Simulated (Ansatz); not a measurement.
**CH2S2: small, medium and large basis sets**

One table from this session's results is given with a row withheld; the runs are named, their logs left out.

Program: Ansatz 0.2.0, Gaussian basis. Level of theory: one geometry, several basis sets. These are calculated values, not measurements.

Levels to be run: PBE0-D4/def2-SVP; ωB97M-V/def2-SVP; PBE0-D4/def2-QZVPP; ωB97M-V/def2-QZVPP; the functionals' def2-TZVPP values are taken from earlier runs.

1 further run of the same task is left out (it didn't finish).

### Structure used throughout

All runs share one geometry, relaxed beforehand with PBE0-D4 in a triple-zeta def2 set.

SMILES `S=CS`, 5 atoms, charge 0, spin multiplicity 1.

Atoms are counted from 1 here; the program's logs count them from 0.

Bond lengths: S1–C2 1.613 Å, C2–S3 1.720 Å, C2–H4 1.092 Å, S3–H5 1.346 Å. Angles: S1–C2–S3 128.9°, S1–C2–H4 121.4°, S3–C2–H4 109.7°, C2–S3–H5 96.2°.

Set-up of the first run:

Contents of in.yaml:

```yaml
crystal:
  periodic: [false, false, false]
  atoms:
    - {symbol: S, position_ang: [-1.475662, 0.361364, 0.799527]}
    - {symbol: C, position_ang: [-0.354977, -0.409733, -0.067457]}
    - {symbol: S, position_ang: [1.243507, 0.093123, -0.457004]}
    - {symbol: H, position_ang: [-0.549347, -1.390927, -0.506283]}
    - {symbol: H, position_ang: [1.186378, 1.272672, 0.189817]}
basis:
  gaussian: {orbitals: def2-SVP}
hamiltonian: {xc: pbe0, dispersion: d4}
output: {orbitals: {seedname: orbitals}}
```

Launch:

```console
$ ansatz run in.yaml --threads 2 --pin off --events-out ev --progress --plain --max-ram 4352MiB
```

Among the steps run: PBE0-D4 in def2-SVP; ωB97M-V in def2-SVP; PBE0-D4 in def2-QZVPP; ωB97M-V in def2-QZVPP.

One of the session's tables, all rows but one given; the rest of the session is left out.

It belongs to the step «Density functionals: the series». 

```
functional       basis  HOMO (eV)  LUMO (eV)
   PBE0-D4    def2-SVP      -6.58      -2.05
   PBE0-D4  def2-TZVPP      -6.72      -2.28
   PBE0-D4  def2-QZVPP      -6.76      -2.34
   ωB97M-V    def2-SVP      -8.72       0.16
   ωB97M-V  def2-TZVPP          ?          ?
   ωB97M-V  def2-QZVPP      -8.94      -0.26
```

**Question.** Estimate the row for ωB97M-V, def2-TZVPP.

The run gave: HOMO (eV): -8.89; LUMO (eV): -0.16. In the column «HOMO (eV)» it lies between ωB97M-V, def2-QZVPP (-8.94) and ωB97M-V, def2-SVP (-8.72).
